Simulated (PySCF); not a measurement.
Fill in the blanks.

C2H3NO2.
Atom-mapped SMILES: `[H]/[N:1]=[CH:2]\[C:3](=[O:4])[OH:5]` (hydrogens: H6 on N1; H7 on C2; H8 on O5)

Conformer (atom-mapped SMILES and torsion angles): `[H]/[N:1]=[CH:2]\[C:3](=[O:4])[OH:5]`: N1–C2–C3–O4 0°, H–O5–C3–C2 180°.

```json
{"property": "point group of the GFN2-xTB geometry", "level": "GFN2-xTB", "value": "?"}
{"property": "rotational constants A, B, C of the GFN2-xTB geometry", "level": "GFN2-xTB", "value": "?"}
{"property": "dipole moment", "level": "wB97X-D/def2-SVPD", "value": "2.37 D"}
{"property": "HOMO energy", "level": "wB97X-D/def2-SVPD", "value": "-10.16 eV"}
{"property": "LUMO energy", "level": "wB97X-D/def2-SVPD", "value": "-0.35 eV"}
{"property": "lowest singlet excitation", "level": "TDDFT wB97X-D/def2-SVPD", "value": "?"}
{"property": "strongest line among the 8 lowest singlet transitions", "level": "TDDFT wB97X-D/def2-SVPD", "value": "?"}
{"property": "lowest triplet excitation (Tamm–Dancoff)", "level": "TDA wB97X-D/def2-SVPD", "value": "3.53 eV"}
{"property": "static isotropic polarisability", "level": "wB97X-D/def2-SVPD", "value": "39.3 au"}
{"property": "electronic spatial extent ⟨r²⟩ about the centre of nuclear charge", "level": "wB97X-D/def2-SVPD", "value": "377 bohr²"}
{"property": "core binding energies", "level": "ΔSCF SCAN, pcX-2 on the ionised atom, pcseg-1 elsewhere, spin-free X2C", "value": "C1s 292.9 (C2), C1s 295.5 (C3), N1s 405.6 (N1), O1s 538.5 (O4), O1s 540.7 (O5) eV"}
```

Electronic properties: PySCF, gas phase, density fitting.

(1) Give the rotational constants A, B, C of the GFN2-xTB geometry.

(2) The lowest singlet excitation?

(3) What is the point group of the GFN2-xTB geometry?

(4) What is the strongest line among the 8 lowest singlet transitions?

Answers

(1) 11.400, 4.339, 3.143 GHz.

(2) 4.27 eV (291 nm, f = 0.002).

(3) Cs.

(4) S4 at 7.73 eV (160 nm, f = 0.198).

The polarisability is 5.82 Å³ as a volume (1 au = 0.148185 Å³), or 1.03 au for each of the 38 electrons. The largest Löwdin shares of the LUMO are 0.28 on N1, 0.23 on C2, 0.20 on C3 and 0.15 on O4. With B = h/(8π²I), that is 505.379 GHz u Å² over I, the principal moments of inertia are 44.3, 116.5 and 160.8 u Å² (most abundant isotopes); the inertial defect Ic − Ia − Ib is 0.0 u Å² (zero for a rigid planar frame, negative otherwise). The largest Löwdin shares of the HOMO are 0.48 on N1, 0.16 on C2, 0.13 on O4 and 0.08 on C3.

One conformer stands for the species.
